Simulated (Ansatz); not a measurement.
NaBe: from a trial structure to a relaxed crystal

All numbers below come from DFT PBE, scalar-relativistic, plane waves, PAW in Ansatz 0.2.0. Cutoff 420 eV, Γ-centred k mesh, Gaussian smearing, no spin polarisation in the final step.

NaBe was placed on the NaTl (B32) structure type (Fd-3m, No. 227), with Be in place of Tl, at a guessed volume.

```
CELL_PARAMETERS angstrom
0.00000 3.12160 3.12160
3.12160 0.00000 3.12160
3.12160 3.12160 0.00000
ATOMIC_POSITIONS crystal
Na 0.50000 0.50000 0.50000
Na 0.75000 0.75000 0.75000
Be 0.00000 0.00000 0.00000
Be 0.25000 0.25000 0.25000
```

Steps on the 6×6×6 mesh (4 atoms). 4 of 4 steps are shown, and the free energy counts from the last. Trial steps that were taken back and renewals of the plane-wave basis can be among the rows.

```json
{"step": "1", "ΔF (meV/atom)": "26.6", "V (Å³/atom)": "15.21", "P (GPa)": "4.88"}
{"step": "2", "ΔF (meV/atom)": "0.9", "V (Å³/atom)": "16.78", "P (GPa)": "0.71"}
{"step": "3", "ΔF (meV/atom)": "0.2", "V (Å³/atom)": "17.07", "P (GPa)": "0.10"}
{"step": "4", "ΔF (meV/atom)": "0.0", "V (Å³/atom)": "17.07", "P (GPa)": "0.12"}
```

A final relaxation ran on a 12×12×12 mesh. The relaxed crystal, Fd-3m (No. 227):

```
Na Be
1.0
     0.00000    3.24816    3.24816
     3.24816    0.00000    3.24816
     3.24816    3.24816    0.00000
Na Be
2 2
Direct
  0.50000 0.50000 0.50000
  0.75000 0.75000 0.75000
  0.00000 0.00000 0.00000
  0.25000 0.25000 0.25000
```

| Item | Value |
| --- | --- |
| Volume per atom | 17.13 Å³ |
| Density | 1.55 g/cm³ |
| Energy over the elements | 0.77 eV/atom |
| Gap on the 12×12×12 mesh | 0 eV (a metal) |

Formation energies are uncorrected and refer to the elements' standard structures at the same level.

The final run used a 12×12×12 mesh on its 4-atom cell and 0.10 eV smearing. For metals, differences of a few meV/atom aren't resolved.

A structure relaxed within its symmetry needn't be a true minimum.

Cost: 3 runs of about 0.36 core-minutes in all, on Arm Neoverse V1 (shared hosts).